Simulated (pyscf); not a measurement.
Elementary routes open to •HN–NH₂ + H atom (H•) in the gas phase (triplet surface):
A. amino radical (NH₂•) + amino radical (NH₂•) (N–N broken; H–N formed)
B. ammonia (NH₃) + NH [triplet] (N–N broken; H–N formed)

PySCF, gas phase, ωB97X-D3(BJ)/def2-SVP geometries. MP2 and CC: frozen core, UHF for open shells. ΔMP2 is the change of the MP2 total energy from the triple- to the quadruple-zeta basis.

### Question
Rank the routes by free-energy barrier at 298 K, lowest first, for CCSD(T)/def2-TZVPP + ΔMP2(QZVPP) energies (ideal gas, 1 atm, RRHO with modes under 100 cm⁻¹ raised to 100, one conformer, R ln 2 for rigid chiral ones).

### Answer
A (26.3 kcal/mol), B (32.0 kcal/mol)

Route A is the fastest of these, ahead of the next by 5.7 kcal/mol. The most stable products are those of B (ΔG = -34.1 kcal/mol), whose barrier is 5.7 kcal/mol higher: the kinetic and the thermodynamic product differ. At 1200 K A is still the fastest. B: On the product side the descent ends in a complex, 4.9 kcal/mol under the separated species and 62.2 kcal/mol under the saddle at ωB97X-D3(BJ)/def2-TZVP. Abstraction by the radical was not located in this set and often lies lower. Only these routes are compared; each barrier is that of the saddle found, and lower ones may exist. The CCSD(T) − MP2 part came from Ansatz, without density fitting, on the same reference. A UHF reference is spin-contaminated (<S²> up to 2.13), which harms MP2 most.
